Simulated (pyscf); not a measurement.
This saddle point was located with ωB97X-D3(BJ)/def2-SVP in PySCF.

```
Sn
H 1 1.7710
S 2 1.9661 1 86.80
H 3 1.3498 2 89.03 1 -90.79
Cl 1 2.3346 2 125.71 3 -77.30
Cl 1 2.3397 2 124.08 3 76.93
```

Surface: singlet, charge 0. Lowest wavenumbers (cm⁻¹): 1268i, 72, 99, 125, 217.

Question: What reaction is this the transition state of?

Answer: Cl–Sn:–Cl (SMILES [Cl][Sn][Cl]) [singlet] + H₂S (SMILES S) <-> HS–SnH(Cl)–Cl (SMILES [SH][SnH]([Cl])[Cl]), an insertion read from left to right: H–S broken and S–Sn, H–Sn formed. At CCSD(T)/def2-TZVPP + ΔMP2(QZVPP) it lies +160.1 kJ/mol from the left side and +183.1 kJ/mol from the right (each side as separated species at their lowest minima found). On the reactant side the descent ends in an adduct with a S–Sn contact (not fully relaxed), 59.9 kJ/mol under the separated species and 224.8 kJ/mol under the saddle at ωB97X-D3(BJ)/def2-TZVP. What is counted as formed (S–Sn) is already present as a longer contact in the reactant adduct; forming that adduct is a step of its own. This is the saddle that the search found; another between the same sides may lie lower. The CCSD(T) − MP2 part came from Ansatz, without density fitting, on the same reference. The frozen core leaves the outer d or s,p core shells of the metals and heavy elements correlated in the MP2 and CC values, and def2-TZVPP describes them poorly, which can shift differences by a few kcal/mol. Elements past Kr carry the def2 core potentials, without spin-orbit coupling.
